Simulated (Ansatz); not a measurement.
# SiO2: one species, many methods

An exercise on one series of results from a longer session: the logs are not shown, and one member is left open.

Program: Ansatz 0.2.0, Gaussian basis. Level of theory: functionals in def2-TZVPP, the program's frozen cores in correlated methods. These are calculated values, not measurements.

The runs, in order: LDA (SPW92), PBE-D4, revPBE-D4, BLYP-D4, r2SCAN-D4, B97M-V, PBE0-D4, B3LYP-D4, r2SCANh-D4, r2SCAN0-D4, HSE06-D4, BHLYP-D4, CAM-B3LYP-D4, LC-ωPBE, ωB97X-V, ωB97M-V, B2PLYP, PBE-QIDH; CCSD(T)/def2-SVP; CCSD(T)/def2-TZVPP; CCSD(T)/def2-QZVPP; extrapolation to the limit; RPA on PBE.

**The geometry**

All runs share one geometry, relaxed beforehand with PBE0-D4 in a triple-zeta def2 set.

SMILES `O=[Si]=O`, 3 atoms, charge 0, spin multiplicity 1.

Atoms are counted from 1 here; the program's logs count them from 0.

Bond lengths: O1–Si2 1.506 Å, Si2–O3 1.506 Å. Angles: O1–Si2–O3 180.0°.

The first run:

File in.yaml:

```yaml
crystal:
  periodic: [false, false, false]
  atoms:
    - {symbol: O, position_ang: [0.697730, 1.229600, 0.518761]}
    - {symbol: Si, position_ang: [-0.000009, 0.000000, -0.000001]}
    - {symbol: O, position_ang: [-0.697731, -1.229610, -0.518760]}
basis:
  gaussian: {orbitals: def2-TZVPP}
hamiltonian: {xc: lda}
output: {orbitals: {seedname: orbitals}}
```

The run is started by

```bash
ansatz run in.yaml --threads 2 --pin off --events-out ev --progress --plain --max-ram 32768MiB --backend cpu
```

Steps of the session up to this table: LDA; PBE-D4 (GGA); revPBE-D4 (GGA); BLYP-D4 (GGA); r2SCAN-D4 (meta-GGA); B97M-V (meta-GGA); B3LYP-D4 (hybrid); r2SCANh-D4 (hybrid); r2SCAN0-D4 (hybrid); HSE06-D4 (hybrid); BHLYP-D4 (hybrid); CAM-B3LYP-D4 (range-separated); LC-ωPBE (range-separated); ωB97X-V (range-separated); ωB97M-V (range-separated); B2PLYP (double hybrid); PBE-QIDH (double hybrid).

One table of the session follows, with a row left open; its other results are not shown here.

It belongs to the step «Orbital energies across the functionals». 

```
  functional  HOMO (eV)  LUMO (eV)  gap (eV)
 LDA (SPW92)          ?          ?         ?
      PBE-D4      -8.38      -4.39      3.99
   revPBE-D4      -8.30      -4.27      4.02
     BLYP-D4      -8.25      -4.34      3.91
   r2SCAN-D4      -8.73      -4.17      4.56
      B97M-V      -8.70      -4.02      4.69
     PBE0-D4      -9.95      -3.46      6.49
    B3LYP-D4      -9.67      -3.77      5.90
  r2SCANh-D4      -9.31      -3.83      5.49
  r2SCAN0-D4     -10.21      -3.33      6.88
    HSE06-D4      -9.54      -3.84      5.70
    BHLYP-D4     -11.44      -2.54      8.90
CAM-B3LYP-D4     -11.41      -2.44      8.97
     LC-ωPBE     -12.80      -1.11     11.69
     ωB97X-V     -12.40      -1.24     11.15
     ωB97M-V     -12.32      -1.43     10.89
```

**Question.** Estimate the row for LDA (SPW92).

As computed: HOMO (eV): -8.62; LUMO (eV): -4.67; gap (eV): 3.94. In the column «HOMO (eV)» it lies between B97M-V (-8.70) and PBE-D4 (-8.38).
